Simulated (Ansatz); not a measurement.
The same path of H3N + H6Si2 (12 atoms, charge 0, multiplicity 1) was run twice with different band settings. Lost on the way: Si1–Si2, N9–H12. Made: Si1–N9, Si2–H12.

Level of theory: RKS PBE-D4/def2-SVP in Ansatz.

Relaxed end points:

```xyz
12
Properties=species:S:1:pos:R:3
Si 0.350 -0.087 0.056
Si 0.263 -0.134 2.401
H -0.537 -1.307 2.906
H 1.649 -0.275 2.990
H -0.314 1.139 2.962
H 1.773 -0.213 -0.440
H -0.184 1.211 -0.491
H -0.420 -1.229 -0.554
N -2.473 0.184 1.164
H -2.921 -0.386 0.434
H -2.732 1.160 0.968
H -2.939 -0.064 2.047
```

```xyz
12
Properties=species:S:1:pos:R:3
Si -0.551 0.231 -0.651
Si -0.098 -0.299 3.374
H -0.400 -0.399 4.843
H 1.087 -1.161 3.048
H 0.200 1.132 3.025
H 0.533 -0.161 0.336
H -0.225 1.615 -1.137
H -0.485 -0.758 -1.782
N -2.194 0.247 -0.055
H -2.608 -0.649 0.216
H -2.448 0.961 0.633
H -1.296 -0.758 2.592
```

Common settings: movable images 5; climbing image yes; spring 5.0 eV/Å²; optimiser quadratic models (default); start path through a guess of the saddle point; iteration limit 60; end points relaxed.

| run | force threshold |
| --- | --- |
| 1 | 0.03 eV/Å |
| 2 | 0.5 eV/Å |

What does each run give, and how far can it be trusted?

Run 1: converged after 32 iterations, highest image 1.595 eV above the first end. Neighbouring images differ by up to 1.6 eV, so the band resolves the path poorly. A vibrational analysis at the climbing image gives one clearly imaginary mode, 344i cm⁻¹: a first-order saddle point.
Run 2: converged after 19 iterations, highest image 1.792 eV above the first end. The threshold of 0.5 eV/Å is loose, so the images may lie well off the minimum-energy path. Neighbouring images differ by up to 1.7 eV, so the band resolves the path poorly. The order of the stationary point at the top wasn't checked.
The orbitals stay closed-shell, which can raise the energy where a bond breaks towards radicals; this wasn't checked here.
